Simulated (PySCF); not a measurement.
Delta-SCF ions had no search for a lower state. Excitations are Tamm–Dancoff values on a coarser integration grid. The basis has no diffuse functions, so Rydberg states are missing or too high.

# AlCl3, SMILES `[Cl][Al]([Cl])[Cl]` (charge 0, multiplicity 1)

Computed with PBE-D3(BJ)/def2-TZVP // PBE0-D3(BJ)/def2-SVP run with PySCF 2.14.0.

```json
{
  "HOMO": "-7.96 eV",
  "dipole_moment": "0.00 D",
  "HOMO–LUMO gap": "5.77 eV",
  "LUMO": "-2.19 eV",
  "S1 excitation (TDA)": "5.88 eV",
  "S1 oscillator strength": "0.000",
  "T1 excitation (TDA)": "5.65 eV",
  "S1–T1 gap (TDA)": "0.24 eV",
  "vertical ionisation energy (Delta-SCF)": "10.85 eV",
  "total_energy": "-1622.5967 Ha",
  "cost": "very roughly 60 core-seconds"
}
```

```xyz
4

Cl     2.0521    -0.3135     0.0916
Al     0.0000     0.0000     0.0000
Cl    -0.7547     1.9358    -0.0347
Cl    -1.2973    -1.6223    -0.0569
```
